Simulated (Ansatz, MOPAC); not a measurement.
**Ladder of methods for the band gap of wurtzite AlN**

Reference value: 6.51 eV (measured, zero-point renormalisation of 0.417 eV (from the measured temperature dependence, arXiv:2011.12765) added back here, fundamental, Γ; inputs from Feneberg et al. (2010), doi:10.1103/physrevb.82.075208).

Q: What do PM3 semi-empirical Hartree-Fock (MOPAC), LDA, BLYP, PBE, RPBE, rVV10, r²SCAN, B3LYP (VWN-RPA form), PBE0, r²SCAN0, Hartree–Fock, G0W0@HSE06 give, and how far is each from the reference?

A: 
```
level (code)                                 value (eV)  cell (Å³/atom)  error (eV)
---------------------------------------  --------------  --------------  ----------
PM3 semi-empirical Hartree-Fock (MOPAC)            6.60           10.45       +0.09
LDA (Ansatz)                              4.22 (direct)           10.45       -2.29
BLYP (Ansatz)                             4.49 (direct)           10.45       -2.02
PBE (Ansatz)                              4.19 (direct)           10.45       -2.32
RPBE (Ansatz)                             4.22 (direct)           10.45       -2.29
rVV10 (Ansatz)                                     4.07           10.70       -2.44
r²SCAN (Ansatz)                           4.83 (direct)           10.45       -1.68
B3LYP (VWN-RPA form) (Ansatz)             6.17 (direct)           10.45       -0.34
PBE0 (Ansatz)                             6.27 (direct)           10.45       -0.24
r²SCAN0 (Ansatz)                          6.69 (direct)           10.45       +0.18
Hartree–Fock (Ansatz)                    13.48 (direct)           10.45       +6.97
G0W0@HSE06 (Ansatz)                       6.61 (direct)           10.45       +0.10
```

Leaving aside PM3 semi-empirical Hartree-Fock (MOPAC) (doubt noted below): Once the reference is moved by up to 0.10 eV (a margin picked here for doubts on the reference and the settings) and values within 0.03 eV count as equal, the nearest can be G0W0@HSE06 (+0.10 eV) or PBE0 (-0.24 eV). Farthest off among them: Hartree–Fock (+6.97 eV). Within 1 eV: B3LYP (VWN-RPA form), PBE0, r²SCAN0, G0W0@HSE06.

Density-functional gaps are differences of (generalised) Kohn–Sham levels of a static lattice; semilocal ones lie below quasiparticle gaps as a rule. Measured gaps hold zero-point and thermal shifts unless a correction is named.  PM3 semi-empirical Hartree-Fock (MOPAC), rVV10, B3LYP (VWN-RPA form), PBE0, r²SCAN0, Hartree–Fock: the gap is read on the k mesh or supercell of the run alone and can be too large. PM3 semi-empirical Hartree-Fock (MOPAC): the method was fitted mainly to molecules. PM3 semi-empirical Hartree-Fock (MOPAC): gaps of these semi-empirical methods are Hartree–Fock-like level differences, and their formation enthalpies are fitted 298 K values. G0W0@HSE06: GW on a hybrid start was not checked against another program. Values are at the measured cell; rVV10 at the level's own relaxed cell. Cutoffs and k meshes differ between the levels. Ansatz's density-functional and Hartree–Fock values are scalar-relativistic unless marked +SOC, with PAW data made under PBE.

Differences are worked out from the printed values.

Ansatz is an electronic-structure program.
